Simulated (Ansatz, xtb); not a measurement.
Redistribution: C2H4Cl2 + CH3F → C2H4ClF + CH3Cl

Species: C2H4Cl2 `ClCCCl`, singlet; CH3F (fluoromethane) `CF`, singlet; C2H4ClF (1-chloro-2-fluoroethane) `FCCCl`, singlet; CH3Cl (chloromethane) `CCl`, singlet. The partners trade Cl for F; both sit on C, so the bond types are kept.

Shapes, held fixed at every level: PBE0-D4/def2-TZVP. Flexible molecules stand in one conformer, not always the lowest. Programs: Ansatz 0.2.0, xtb 6.7.1. The zero-point and thermal change to 298 K, harmonic and unscaled (PBE0-D4/def2-TZVP), is -0.3 kJ/mol.

```tsv
level	kind	ΔH(298 K) (kJ/mol)	less CCSD(T)/CBS estimate
GFN2-xTB	semi-empirical	+3.8	+10.1
r2SCAN-D4/def2-TZVPP	meta-GGA	-9.8	-3.5
B3LYP-D4/def2-TZVPP	global hybrid	-7.7	-1.4
wB97M-V/def2-TZVPP	range-separated hybrid	-8.9	-2.6
wB97X-V/def2-TZVPP	range-separated hybrid	-9.2	-2.9
CCSD(T)/def2-SVP	coupled cluster or CI	-5.6	+0.7
CCSD(T)/def2-TZVPP	coupled cluster or CI	-7.1	-0.8
CCSD/def2-TZVPP	coupled cluster or CI	-8.1	-1.8
CCSD(T)/CBS estimate	coupled cluster or CI	-6.3	0.0
```

The highest level, CCSD(T)/CBS estimate, gives ΔH(298 K) = -6.3 kJ/mol; the levels span -9.8 to +3.8. They disagree on the sign: 1 of 9 are positive. The column of differences is taken from that level and isn't an error. No measured value is set beside it here. The CBS estimate extrapolates MP2 from def2-TZVPP and def2-QZVPP and adds CCSD(T) − MP2 in the triple-zeta set, cores frozen.
